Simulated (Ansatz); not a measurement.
Ideal-gas functions of CH3OS, SMILES `C[S]=O` radical at 400 K and 1 bar, from an Ansatz frequency run at PBE0-D4/def2-TZVP.

Molar mass 63.1 g/mol, point group Cs (symmetry number 1), electronic degeneracy 2, moments of inertia 18.146, 59.412, 74.34 u Å². Harmonic wavenumbers (cm⁻¹, unscaled): 149, 341, 699, 880, 945, 1113, 1315, 1435, 1449, 3050, 3152, 3154.

Use S(trans) = R[1.5 ln M + 2.5 ln T − 1.1517]; rotational temperatures θ = 24.2544 K / I; S(rot) = R[ln(√π/σ · √(T³/θAθBθC)) + 1.5]; for each mode x = 1.438777 ν̃/T, S = R[x/(eˣ − 1) − ln(1 − e⁻ˣ)] and H = RT x/(eˣ − 1); 1 cm⁻¹ = 0.0119627 kJ/mol; R = 8.31446 J/(mol·K).

**Question.** By hand: the entropy, in J/(mol·K).

**Answer.** Translation 166.7. Rotation: θ = 1.3366, 0.4082, 0.3263 K, giving 99.1. Vibration, mode by mode: 13.60, 7.12, 2.54, 1.52, 1.26, 0.77, 0.42, 0.30, 0.28, 0.00, 0.00, 0.00, in all 27.8. Electronic 5.8. Sum 299.4 J/(mol·K).

**Question.** By hand: H − E and G − E in kJ/mol, counted from the electronic energy.

**Answer.** Zero-point energy ½ × 17682 × 0.0119627 = 105.8; thermal vibration 6.4; translation, rotation and pV give 4 RT = 13.3. H − E = 125.5 kJ/mol, and G − E = 125.5 − 400 × 299.4/1000 = 5.7 kJ/mol.

Vibration gives 9 % of the entropy, 13.6 J/(mol·K) of it from the mode under 150 cm⁻¹: soft modes count most, and the harmonic formula is weakest for them.
